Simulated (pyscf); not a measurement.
SnH₂ (SMILES [SnH2]) [singlet] + CH₄ (SMILES C) → H₃C–SnH₃ (SMILES [CH3][SnH3]), gas phase, singlet surface. Structures and frequencies: ωB97X-D3(BJ)/def2-SVP in PySCF. MP2 and CC: frozen core, UHF for open shells. ΔMP2 is the change of the MP2 total energy from the triple- to the quadruple-zeta basis. ΔG in kcal/mol from CCSD(T)/def2-TZVPP + ΔMP2(QZVPP) energies (ideal gas, 1 atm, RRHO with modes under 100 cm⁻¹ raised to 100, one conformer, R ln 2 for chiral ones without a mode under 150 cm⁻¹).

```json
[
 {"T (K)": "298", "ΔG": "-4.7"},
 {"T (K)": "600", "ΔG": "?"},
 {"T (K)": "900", "ΔG": "+13.2"},
 {"T (K)": "1200", "ΔG": "+21.4"}
]
```

Problem. Fit a line to the three values, predict ΔG at 600 K, and estimate where the reaction turns unfavourable at 1 atm of each gas.

Solution. Least squares gives ΔG = -13.3 + 29.1 × T/1000 K, so ΔS is about -122 J/(mol K) and ΔH about -13.3 kcal/mol over this range (ΔH at 298 K: -14.1). At 600 K the line gives +4.2; the computed value is +4.6. ΔG = 0 falls near 460 K; 1 kcal/mol in the energy moves that by 34 K. This is thermodynamics alone and says nothing of the barrier. The CCSD(T) − MP2 part came from Ansatz, without density fitting, on the same reference. The frozen core leaves the outer d or s,p core shells of the metals and heavy elements correlated in the MP2 and CC values, and def2-TZVPP describes them poorly, which can shift differences by a few kcal/mol. Elements past Kr carry the def2 core potentials, without spin-orbit coupling.
